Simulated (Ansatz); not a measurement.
**One element changed: atomization energies of Si–CH$_{3}$, Si–GeH3**

Ansatz 0.2.0, basis cc-pVDZ; geometries are PBE0/def2-TZVP minima. Wave-function levels freeze the cores with the filled d shells of p-block atoms; HF, MP2 and coupled cluster are restricted for singlets and unrestricted otherwise, atoms included, restricted open-shell where a d shell is frozen. The reference is CCSDT(Q) (coupled cluster only where its series has nearly closed). An error is the level's value less the reference. None of these values is a measured one. Energies are electronic, without zero-point terms. No spin–orbit coupling and no scalar relativity. The set is small: it underbinds, by tens of kJ/mol for each bond, so near ties and functionals' places can change in larger sets. The species are chosen: bound, without strong static correlation by their natural occupations or amplitudes, in their lowest spin state as far as vertical gaps and like structures tell, and with a ladder that closes on the reference, so errors are smaller than for species at large; levels whose determinant breaks symmetry or spin markedly are left out.

```json
{"species": "Si–CH3, doublet", "bonds (Å)": "C–Si 1.889, C–H 1.094/1.104, angles at C 103/107/110/115°", "quantity": "atomization", "symmetry of the states": "A''", "reference": "CCSDT(Q)", "value (kJ/mol)": "1456.5", "error CCSD": "-13.6", "error CCSD(T)": "-1.2", "error CCSDT": "-0.8"}
{"species": "Si–GeH3, doublet", "bonds (Å)": "Si–Ge 2.420, Ge–H 1.543/1.550, angles at Ge 103/107/108/116°", "quantity": "atomization", "symmetry of the states": "A''", "reference": "CCSDT(Q)", "value (kJ/mol)": "1000.9", "error CCSD": "-11.4", "error CCSD(T)": "-1.9", "error CCSDT": "-0.5"}
```

The reference falls from C to Ge, by 455.6 kJ/mol in all.
